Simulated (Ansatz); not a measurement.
1T (CdI2-type) ZrSe2 was calculated with PBEsol+SOC (plane waves, PAW; Ansatz, a program for electronic structure).

Numerical settings: plane-wave cutoff 520 eV, 12×12×6 k mesh (along the axes of the cell as run), Fermi–Dirac smearing 0.01 eV, PAW data made under PBE.

Cell (measured lattice):

```cif
data_Se2Zr
_chemical_formula_sum 'Zr1 Se2'
_space_group_name_H-M_alt 'P 1'
_space_group_IT_number 1
_cell_length_a 3.77000
_cell_length_b 3.77000
_cell_length_c 6.12800
_cell_angle_alpha 90.000
_cell_angle_beta 90.000
_cell_angle_gamma 120.000
loop_
_space_group_symop_operation_xyz
  'x, y, z'
loop_
_atom_site_label
_atom_site_type_symbol
_atom_site_fract_x
_atom_site_fract_y
_atom_site_fract_z
_atom_site_occupancy
Zr1 Zr 0.00000 0.00000 0.00000 1
Se1 Se 0.33333 0.66667 0.25600 1
Se2 Se 0.66667 0.33333 0.74400 1
```

Problem. Predict the band gap and smallest direct gap on the k points sampled.

Solution. 
- band gap = 0.05 eV (indirect)
- smallest direct gap on the k points sampled = 0.84 eV

Measured, for comparison: band gap 1.18 eV (temperature not stated, not corrected to a static lattice, fundamental, indirect, our sources range from 0.90 to 1.20; as tabulated in Rybak et al. (2022), arXiv:2210.12074). Computed (rounded) less measured: band gap not scored (sources differ).

Note: cell and atoms aren't relaxed at this level (pressure -0.9 GPa).

The computed numbers hold no vibrational or temperature effects.
